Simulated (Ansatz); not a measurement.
Input for Ansatz (development build ahead of 0.2.0):

```yaml
crystal:
  periodic: [false, false, false]
  atoms:
    - { symbol: O, position_ang: [-0.07334, 0.00186, -0.14784] }
    - { symbol: H, position_ang: [0.0386, 0.03612, 1.25431] }
basis:
  gaussian: { orbitals: "6-31G" }
total_charge: -1
hamiltonian:
  xc: hf
```

The input is written out in the form of the current development build from the run's settings.

The run gave:

```yaml
Converged: yes
Total_energy: -75.25574 hartree
Spin_squared_of_the_determinant: 0.000
```

Caution: stretched shape with no unrestricted run beside it, a lower state can exist; no diffuse functions for an anion.
